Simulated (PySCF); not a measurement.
Q: Write Cartesian coordinates for cyanoacetylene, `C#CC#N` as optimised with BHandHLYP/def2-TZVP.

A: 
```xyz
5
C3HN angstrom
C     -1.2615    0.0505   -0.1661
C     -0.0872    0.0036    0.0095
C      1.2684   -0.0501    0.2118
N      2.3945   -0.0958    0.3810
H     -2.3055    0.0946   -0.3247
```

Orientation and origin are arbitrary. Atoms count from 1 in this order. The C–C distances run from 1.188 Å (C1≡C2, drawn triple) to 1.372 Å (C2–C3, drawn single), a spread of 0.184 Å.

Bonds between heavy atoms (Å): C1≡C2 1.188, C2–C3 1.372, C3≡N4 1.140.

Computed with BHandHLYP/def2-TZVP geometry optimisation, gas phase (PySCF).

Point group: C∞v (tolerance 0.08 Å). Whether it is a minimum is left open (no frequencies).

On an Intel Xeon Platinum 8488C with one thread, shared host with 96 logical CPUs at a one-minute load of 17, this took 11 s and 0.52 GiB of memory at its peak. That covers the optimisation of the geometry.

---

Task: Write Cartesian coordinates for InChI=1S/C2H3FSe/c1-2(3)4/h1H3 as optimised with PBE0-D3(BJ)/def2-SVP.

Result: 
```
atom  x, y, z in Å
C1    -0.678   -0.105   -0.123
C2     0.764    0.113    0.153
F3     1.227   -0.806    0.988
Se4    1.817    1.357   -0.490
H5    -1.224   -0.209    0.828
H6    -0.801   -1.057   -0.668
H7    -1.098    0.713   -0.717
```

Orientation and origin are arbitrary. Atoms count from 1 in this order. The 4 heavy atoms lie in one plane (0.003 Å rms).

Bonds between heavy atoms (Å): C1–C2 1.484, C2–F3 1.325, C2=Se4 1.752.

The calculation used PBE0-D3(BJ)/def2-SVP geometry optimisation, gas phase (PySCF).

Point group: near Cs, missed by 0.21 Å at most; the miss may be what the optimiser left on a soft mode. No frequency check.

Hardware: one thread, Arm Neoverse V1, shared host. Cost: 21 s wall. This is the geometry optimisation.
